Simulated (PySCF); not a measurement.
An unknown shows these calculated signals:

1H NMR (300 MHz, computed): δ 8.34 (m, 2H), 8.03 (m, 4H), 7.60 (m, 4H).

13C{1H} NMR (computed): δ 132.5 (C), 132.3 (CH), 130.2 (CH), 128.9 (CH).

[PySCF: geometry: PBE0-D3(BJ)/def2-SVP; spin–spin couplings from B3LYP/pcJ-1 (without the spin–dipole term); PBE/pcSseg-1 with gauge-including orbitals; rapidly exchanging positions averaged; in vacuum; non-relativistic Hamiltonian; one computed conformer]

Shifts are taken against calculated references (same method and geometry level): 1H (σref 31.20), 13C (σref 180.03) against TMS.

Which of these does the molecule contain: an ester, a Si–H bond, a benzene ring, a nitrile?

Answers


- An ester: no.
- A Si–H bond: no.
- A benzene ring: yes.
- A nitrile: no.

The data belong to anthracene (SMILES c1ccc2cc3ccccc3cc2c1); they needn't prove each group on their own.

Carbon signals by region: 4 in the sp2 and nitrile region (100–160 ppm).

Splittings below 1 Hz are ignored in the labels, and close J values are merged. Couplings among chemically equivalent protons are left out too, so labels in AA′BB′ or AA′XX′ sets are apparent multiplicities. Unscaled 3J(H,H) at this level run about 10 % above measured values. Shifts are as computed. Against solution values, carbons near 30 ppm lie about +2 ppm off and those near 130 ppm about +2 ppm (rms about the fit 1.8 ppm; single classes can miss by 10 ppm). Of 1328 compounds with measured shifts, 309 miss one by over three times the rms of a fit or turn the order of signals round; such compounds aren't used in these exercises. Signals without a measured value on file couldn't be tested in this way.
